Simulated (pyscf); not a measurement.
PySCF, gas phase, ωB97X-D3(BJ)/def2-SVP geometries.

Estimate by transition-state theory the rate constant of H₃C–CH=SiH₂ (SMILES CC=[SiH2]) + H₂ (SMILES [H][H]) → H₂C=CH–SiH₃ (SMILES C=C[SiH3]) + H₂ (SMILES [H][H]) (singlet surface; C–H, H–H broken, H–Si, H–H formed) at 600 K, with ωB97M-D3(BJ)/def2-TZVP energies (ideal gas, 1 atm, RRHO with modes under 100 cm⁻¹ raised to 100, one conformer, R ln 2 for chiral ones without a mode under 150 cm⁻¹; no tunnelling).

The electronic barrier is 33.6 kcal/mol and the thermal terms add +16.5, so ΔG‡ = 50.1 kcal/mol. With k_BT/h = 1.25e+13 s⁻¹ and RT = 1.192 kcal/mol, and a volume of 8.18e-20 cm³ per molecule at 1 atm, k = 5.6e-25 cm³ molecule⁻¹ s⁻¹. Wigner's tunnelling factor for 1836i cm⁻¹ would be 1.81, likely too low at so high a frequency. A shift of 1 kcal/mol in the barrier changes k by a factor 2.3. One saddle was located; it need not be the lowest between these sides.
